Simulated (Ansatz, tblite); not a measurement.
# Al(H2O)H3 (AlH5O): rung by rung

How do method and basis change the picture of Al(H2O)H3 (AlH5O) (singlet)?

Method: as each input shows; program: Ansatz 0.2.0, Gaussian basis.

Levels to be run: GFN1-xTB, GFN2-xTB, PBE-D4/def2-TZVP, r2SCAN-D4/def2-TZVP, BLYP-D4/def2-TZVP, HSE06-D4/def2-TZVP, r2SCAN0-D4/def2-TZVP, B2PLYP/def2-TZVP, B3LYP-D4/def2-TZVP, ωB97M-V/def2-TZVP, ωB97X-V/def2-TZVP, PBE-D4/def2-SVP, PBE0-D4/def2-SVP, HF/STO-3G, CCSD(T)/def2-TZVPP, MP2/def2-TZVP, RPA/def2-TZVP.

### Step 1. The geometry

The geometry is that of the singlet, from an earlier relaxation (PBE-D4/def2-TZVP).

7 atoms, charge 0, spin multiplicity 1.

Bond lengths: Al1–O2 2.063 Å, Al1–H5 1.600 Å, Al1–H6 1.612 Å, Al1–H7 1.611 Å, O2–H3 0.975 Å, O2–H4 0.975 Å. Angles: O2–Al1–H5 102.6°, O2–Al1–H6 96.2°, O2–Al1–H7 94.3°, H5–Al1–H6 118.0°, H5–Al1–H7 119.0°, H6–Al1–H7 117.6°, Al1–O2–H3 108.1°, Al1–O2–H4 111.0°, H3–O2–H4 106.8°.

PBE0-D4/def2-TZVP was run before; its log isn't repeated, and its numbers join the tables.

### Step 2. GFN1-xTB

Tight binding, by tblite at 300 K electronic temperature and without a spin-polarisation term:

```python
tblite.interface.Calculator('GFN1-xTB', numbers, positions, charge=0, uhf=0).singlepoint()
```

Energy -236.5249 eV, HOMO -11.28 eV, LUMO -5.68 eV; 0.007 s.

### Step 3. GFN2-xTB

Tight binding, by tblite at 300 K electronic temperature and without a spin-polarisation term:

```python
tblite.interface.Calculator('GFN2-xTB', numbers, positions, charge=0, uhf=0).singlepoint()
```

Energy -209.5586 eV, HOMO -10.34 eV, LUMO -4.22 eV; 0.002 s.

### Step 4. PBE-D4/def2-TZVP

start.molden holds the orbitals of an earlier run on this state, given as this run's starting guess.

File in.yaml:

```yaml
crystal:
  periodic: [false, false, false]
  atoms:
    - {symbol: Al, position_ang: [0.117647, -0.077610, -0.886246]}
    - {symbol: O, position_ang: [0.174979, 0.000118, 1.174634]}
    - {symbol: H, position_ang: [-0.532014, -0.576350, 1.518853]}
    - {symbol: H, position_ang: [-0.015119, 0.900851, 1.494928]}
    - {symbol: H, position_ang: [1.659872, -0.258490, -1.272715]}
    - {symbol: H, position_ang: [-0.551213, 1.373369, -1.097758]}
    - {symbol: H, position_ang: [-0.854154, -1.361888, -0.931696]}
basis:
  gaussian: {orbitals: def2-TZVP, initial_orbitals: start.molden}
hamiltonian: {xc: pbe, dispersion: d4}
scf: {omitted_lower_state_checks: [starts]}
output: {orbitals: {seedname: orbitals}}
```

The run is started by

```console
ansatz run in.yaml --threads 4 --pin off --events-out ev --progress --plain --max-ram 3916MiB
```

Standard output:

```text
Functional definition: PBE
  name "PBE"
  cite "Perdew, Burke & Ernzerhof, Phys. Rev. Lett. 77, 3865 (1996) doi:10.1103/PhysRevLett.77.3865"
  parent pbe
  parameter kappa = 0.804
  parameter beta = 0.06672455060314922
  exchange = pbe_x(kappa = kappa, mu = beta*pi^2/3)
  correlation = pbe_c(beta = beta)
these checks for a lower state are left out or cut short: starts
630 factors; their error is unknown
mean field evaluation 1: about -8720.1176 eV, gradient 8.0e0 eV
mean field evaluation 2: about -8720.1731 eV, gradient 6.5e-2 eV
mean field evaluation 4: about -8720.1644 eV, gradient 1.2e-4 eV
mean field -8720.16438865 eV, -320.4601305432 hartree, gradient 1.2e-5 eV, S^2 0.000000; 0 other end points of the search recorded, 0 dependent functions left out
reference -8720.16443209 eV, -320.4601321395 hartree; 13, 13 occupied and 85, 85 virtual orbitals, 630 factors
Total energy: -8720.23724634 eV, -320.4628080138 hartree
Checks for a lower state left out: starts
```

Wall time 0.51 s (4 threads of Arm Neoverse V1, shared host).

HOMO -6.34 eV, LUMO -1.65 eV.

### Step 5. r2SCAN-D4/def2-TZVP

in.yaml, as its differences from that of step 4:

```diff
@@ -12,3 +12,3 @@
   gaussian: {orbitals: def2-TZVP, initial_orbitals: start.molden}
-hamiltonian: {xc: pbe, dispersion: d4}
+hamiltonian: {xc: r2scan, dispersion: d4}
 scf: {omitted_lower_state_checks: [starts]}
```

Launched as before.

Standard output:

```text
Functional definition: r2SCAN
  name "r2SCAN"
  cite "Furness, Kaplan, Ning, Perdew & Sun, J. Phys. Chem. Lett. 11, 8208 (2020) doi:10.1021/acs.jpclett.0c02405"
  cite "Furness, Kaplan, Ning, Perdew & Sun, J. Phys. Chem. Lett. 11, 9248 (2020) doi:10.1021/acs.jpclett.0c03077"
  parent r2scan
  parameter k0 = 0.174
  parameter k1 = 0.065
  parameter a1 = 4.9479
  exchange = r2scan_x(k0 = k0, k1 = k1, a1 = a1)
  correlation = r2scan_c
these checks for a lower state are left out or cut short: starts
630 factors; their error is unknown
mean field evaluation 1: about -8724.5882 eV, gradient 4.5e0 eV
mean field evaluation 2: about -8724.6034 eV, gradient 1.9e-2 eV
mean field evaluation 4: about -8724.5945 eV, gradient 5.9e-5 eV
mean field -8724.59454185 eV, -320.6229356704 hartree, gradient 7.6e-6 eV, S^2 0.000000; 0 other end points of the search recorded, 0 dependent functions left out
reference -8724.59455459 eV, -320.6229361386 hartree; 13, 13 occupied and 85, 85 virtual orbitals, 630 factors
Total energy: -8724.61164627 eV, -320.6235642464 hartree
Checks for a lower state left out: starts
```

Run time: 1.1 s. Hardware: 4 threads of Arm Neoverse V1, shared host.

Report: HOMO -6.65 eV, LUMO -1.01 eV.

### Step 6. BLYP-D4/def2-TZVP

in.yaml, as its differences from that of step 5:

```diff
@@ -12,3 +12,3 @@
   gaussian: {orbitals: def2-TZVP, initial_orbitals: start.molden}
-hamiltonian: {xc: r2scan, dispersion: d4}
+hamiltonian: {xc: {name: BLYP}, dispersion: d4}
 scf: {omitted_lower_state_checks: [starts]}
```

Same command.

Standard output:

```text
Functional definition: BLYP
  name "BLYP"
  cite "Becke, Phys. Rev. A 38, 3098 (1988) doi:10.1103/PhysRevA.38.3098"
  cite "Lee, Yang & Parr, Phys. Rev. B 37, 785 (1988) doi:10.1103/PhysRevB.37.785"
  parameter beta = 0.0042
  parameter a = 0.04918
  parameter b = 0.132
  parameter c = 0.2533
  parameter d = 0.349
  exchange = b88_x(beta = beta)
  correlation = lyp_c(a = a, b = b, c = c, d = d)
these checks for a lower state are left out or cut short: starts
630 factors; their error is unknown
mean field evaluation 1: about -8725.8169 eV, gradient 1.2e1 eV
mean field evaluation 2: about -8725.9440 eV, gradient 1.2e-1 eV
mean field evaluation 4: about -8725.9358 eV, gradient 1.7e-4 eV
mean field -8725.93581739 eV, -320.6722266372 hartree, gradient 1.1e-5 eV, S^2 0.000000; 0 other end points of the search recorded, 0 dependent functions left out
reference -8725.93616199 eV, -320.6722393013 hartree; 13, 13 occupied and 85, 85 virtual orbitals, 630 factors
Total energy: -8726.09941413 eV, -320.6782387066 hartree
Checks for a lower state left out: starts
```

It took 0.55 s on 4 threads of Arm Neoverse V1, shared host.

From the report: HOMO -6.26 eV, LUMO -1.68 eV.

### Step 7. HSE06-D4/def2-TZVP

in.yaml, as its differences from that of step 6:

```diff
@@ -12,3 +12,3 @@
   gaussian: {orbitals: def2-TZVP, initial_orbitals: start.molden}
-hamiltonian: {xc: {name: BLYP}, dispersion: d4}
+hamiltonian: {xc: hse06, dispersion: d4}
 scf: {omitted_lower_state_checks: [starts]}
```

The command is unchanged.

Standard output (excerpt; [...] marks lines left out):

```text
Functional definition: HSE06
  name "HSE06"
  cite "Heyd, Scuseria & Ernzerhof, J. Chem. Phys. 118, 8207 (2003) doi:10.1063/1.1564060"
  cite "Krukau, Vydrov, Izmaylov & Scuseria, J. Chem. Phys. 125, 224106 (2006) doi:10.1063/1.2404663"
  cite "Heyd & Scuseria, J. Chem. Phys. 120, 7274 (2004) doi:10.1063/1.1668634"
  cite "Ernzerhof & Perdew, J. Chem. Phys. 109, 3313 (1998) doi:10.1063/1.476928"
  cite "Perdew, Burke & Ernzerhof, Phys. Rev. Lett. 77, 3865 (1996) doi:10.1103/PhysRevLett.77.3865"
  parent pbe
[...]
  # The whole range is PBE's own exchange, as in plane waves. The composition of these papers is wPBEh.
[...]
650 factors; their error is unknown
62 factors; integrals over basis functions are off by at most 2.7e-6 eV
[...]
mean field -8720.68774922 eV, -320.4793636893 hartree, gradient 4.8e-5 eV, S^2 0.000000; 0 other end points of the search recorded, 0 dependent functions left out
reference -8720.68779222 eV, -320.4793652696 hartree; 13, 13 occupied and 85, 85 virtual orbitals, 650 factors
Total energy: -8720.74375848 eV, -320.4814219918 hartree
Checks for a lower state left out: starts
```

It took 0.66 s on 4 threads of Arm Neoverse V1, shared host.

From the report: HOMO -7.21 eV, LUMO -1.14 eV.

### Step 8. r2SCAN0-D4/def2-TZVP

in.yaml, as its differences from that of step 7:

```diff
@@ -12,3 +12,3 @@
   gaussian: {orbitals: def2-TZVP, initial_orbitals: start.molden}
-hamiltonian: {xc: hse06, dispersion: d4}
+hamiltonian: {xc: {name: r2SCAN0}, dispersion: d4}
 scf: {omitted_lower_state_checks: [starts]}
```

Same command.

Standard output (excerpt; [...] marks lines left out):

```text
Functional definition: r2SCAN0
  name "r2SCAN0"
  cite "Bursch, Neugebauer, Ehlert & Grimme, J. Chem. Phys. 156, 134105 (2022) doi:10.1063/5.0086040"
  cite "Furness, Kaplan, Ning, Perdew & Sun, J. Phys. Chem. Lett. 11, 8208 (2020) doi:10.1021/acs.jpclett.0c02405"
  cite "Furness, Kaplan, Ning, Perdew & Sun, J. Phys. Chem. Lett. 11, 9248 (2020) doi:10.1021/acs.jpclett.0c03077"
  parent r2scan
[...]
650 factors; their error is unknown
[...]
mean field -8724.18851533 eV, -320.6080144709 hartree, gradient 9.3e-6 eV, S^2 0.000000; 0 other end points of the search recorded, 0 dependent functions left out
reference -8724.18852550 eV, -320.6080148448 hartree; 13, 13 occupied and 85, 85 virtual orbitals, 650 factors
Total energy: -8724.20842474 eV, -320.6087461284 hartree
Checks for a lower state left out: starts
```

Wall time 1.3 s (4 threads of Arm Neoverse V1, shared host).

Report: HOMO -7.81 eV, LUMO -0.37 eV.

### Step 9. B2PLYP/def2-TZVP

in.yaml, as its differences from that of step 8:

```diff
@@ -12,4 +12,3 @@
   gaussian: {orbitals: def2-TZVP, initial_orbitals: start.molden}
-hamiltonian: {xc: {name: r2SCAN0}, dispersion: d4}
+hamiltonian: {xc: {name: B2PLYP}}
 scf: {omitted_lower_state_checks: [starts]}
-output: {orbitals: {seedname: orbitals}}
```

Same command.

Standard output (excerpt; [...] marks lines left out):

```text
Functional definition: B2PLYP
  name "B2PLYP"
  cite "Grimme, J. Chem. Phys. 124, 034108 (2006) doi:10.1063/1.2148954"
  cite "Becke, Phys. Rev. A 38, 3098 (1988) doi:10.1103/PhysRevA.38.3098"
  cite "Lee, Yang & Parr, Phys. Rev. B 37, 785 (1988) doi:10.1103/PhysRevB.37.785"
[...]
680 factors; integrals over basis functions are off by at most 1.2e-3 eV
[...]
mean field -8718.65422939 eV, -320.4046332138 hartree, gradient 8.6e-6 eV, S^2 0.000000; 0 other end points of the search recorded, 0 dependent functions left out
6 core orbitals not correlated: weight in the atoms' cores, before any rotation towards them, 1.000 or more for the frozen orbitals, at most 0.000 for the correlated occupied ones
reference -8718.65439042 eV, -320.4046391316 hartree; 7, 7 occupied and 85, 85 virtual orbitals, 680 factors
second order -11.28577114 eV of doubles, -0.00000000 eV of singles
Total energy: -8721.70154862 eV, -320.5166201303 hartree
Checks for a lower state left out: starts
```

It took 0.81 s on 4 threads of Arm Neoverse V1, shared host.

### Step 10. B3LYP-D4/def2-TZVP

in.yaml, as its differences from that of step 9:

```diff
@@ -12,3 +12,4 @@
   gaussian: {orbitals: def2-TZVP, initial_orbitals: start.molden}
-hamiltonian: {xc: {name: B2PLYP}}
+hamiltonian: {xc: {name: B3LYP}, dispersion: d4}
 scf: {omitted_lower_state_checks: [starts]}
+output: {orbitals: {seedname: orbitals}}
```

Launched as before.

Standard output (excerpt; [...] marks lines left out):

```text
Functional definition: B3LYP
  name "B3LYP"
  cite "Stephens, Devlin, Chabalowski & Frisch, J. Phys. Chem. 98, 11623 (1994) doi:10.1021/j100096a001"
  cite "Becke, Phys. Rev. A 38, 3098 (1988) doi:10.1103/PhysRevA.38.3098"
  cite "Lee, Yang & Parr, Phys. Rev. B 37, 785 (1988) doi:10.1103/PhysRevB.37.785"
  cite "Vosko, Wilk & Nusair, Can. J. Phys. 58, 1200 (1980) doi:10.1139/p80-159"
[...]
630 factors; their error is unknown
[...]
mean field -8727.38992504 eV, -320.7256641080 hartree, gradient 6.6e-5 eV, S^2 0.000000; 0 other end points of the search recorded, 0 dependent functions left out
reference -8727.39018093 eV, -320.7256735117 hartree; 13, 13 occupied and 85, 85 virtual orbitals, 630 factors
Total energy: -8727.50774496 eV, -320.7299939101 hartree
Checks for a lower state left out: starts
```

It took 0.7 s on 4 threads of Arm Neoverse V1, shared host.

Report: HOMO -7.43 eV, LUMO -1.13 eV.

### Step 11. ωB97M-V/def2-TZVP

in.yaml, as its differences from that of step 10:

```diff
@@ -12,3 +12,3 @@
   gaussian: {orbitals: def2-TZVP, initial_orbitals: start.molden}
-hamiltonian: {xc: {name: B3LYP}, dispersion: d4}
+hamiltonian: {xc: {name: wB97M-V}}
 scf: {omitted_lower_state_checks: [starts]}
```

Launched as before.

Standard output (excerpt; [...] marks lines left out):

```text
Functional definition: wB97M-V
  name "wB97M-V"
  cite "Mardirossian & Head-Gordon, J. Chem. Phys. 144, 214110 (2016) doi:10.1063/1.4952647"
  cite "Becke, J. Chem. Phys. 107, 8554 (1997) doi:10.1063/1.475007"
  cite "Vydrov & Van Voorhis, J. Chem. Phys. 133, 244103 (2010) doi:10.1063/1.3521275"
  # Of w^i u^j: cxij and so on, Table III.
[...]
  gx(w, u) = 1 - cx + cx01*u + cx10*w
  gss(w, u) = css00 + css04*u^4 + css10*w + css20*w^2 + css43*w^4*u^3
  gos(w, u) = cos00 + cos10*w + (cos20 + cos21*u)*w^2 + (cos60 + cos61*u)*w^6
[...]
      + integral(e_c_pw_mod_opposite_spin*gos(b97_w_opposite, b97_u_opposite)) + vv10(b, c)
[...]
630 factors; their error is unknown
195 factors; integrals over basis functions are off by at most 1.4e-5 eV
[...]
mean field -8724.90412897 eV, -320.6343127874 hartree, gradient 1.2e-5 eV, S^2 0.000000; 0 other end points of the search recorded, 0 dependent functions left out
reference -8724.90417826 eV, -320.6343145985 hartree; 13, 13 occupied and 85, 85 virtual orbitals, 630 factors
Total energy: -8724.90417826 eV, -320.6343145985 hartree
Checks for a lower state left out: starts
```

Wall time 2.2 s (4 threads of Arm Neoverse V1, shared host).

From the report: HOMO -9.86 eV, LUMO 0.79 eV.

[end of part 1 of 2]
